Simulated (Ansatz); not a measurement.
Scan of [Cl···H···O], triplet

Starting geometry:

```xyz
3

Cl    0.0000    0.0000   -1.3886
H     0.0000    0.0000   -0.1098
O     0.0000    0.0000    1.4984
```

From there H2 is moved from one fragment to the other while all else, the fragments' distance too, stays fixed, so the hump isn't the reaction's barrier; atoms are numbered as listed. Energies are in eV, counted from the starting geometry at the same level.

Basis cc-pVDZ; Ansatz 0.2.0. Correlated methods freeze the noble-gas cores. Prefix R: restricted or restricted open-shell reference; prefix U: unrestricted.

Unrestricted rows (U) aren't spin-pure: their determinants' ⟨S²⟩ exceeds S(S+1) by up to 0.11, so they mix in states of higher spin. Coupled cluster chose its determinant by trial CCSD, here up to 0.55 eV above the lowest Hartree–Fock solution of its kind. The largest doubles amplitude grows up the series, to 0.19: the determinant mixes near-degenerate terms, and the last step may understate the doubt. The reference follows the lowest state, whose symmetry changes along the scan.

Full CI isn't at hand for all of this; UCCSDT(Q) serves as the reference, and is uncertain by about the last step of the cluster series. The frozen core follows each run's orbitals, which can shift R against U totals by a few meV.

```tsv
distance Cl1-H2 (Å)	RCCSD
1.189	0.163
1.279	0.000
1.367	0.112
1.455	0.378
1.544	0.722
1.632	0.866
1.720	0.716
1.809	0.464
1.897	0.285
```

Problem. Estimate the UCCSDT(Q) curve in cc-pVDZ from this one, knowing how RCCSD errs.

Solution. The computed UCCSDT(Q) values, in eV from the starting point, and the error of RCCSD against them:
```tsv
distance Cl1-H2 (Å)	UCCSDT(Q)	RCCSD less UCCSDT(Q)
1.189	0.171	-0.008
1.279	0.000	0.000
1.367	0.103	0.010
1.455	0.356	0.022
1.544	0.680	0.042
1.632	0.774	0.092
1.720	0.657	0.059
1.809	0.436	0.029
1.897	0.274	0.011
```

The error spans 0.100 eV and is largest, 0.092 eV, at 1.632 Å.
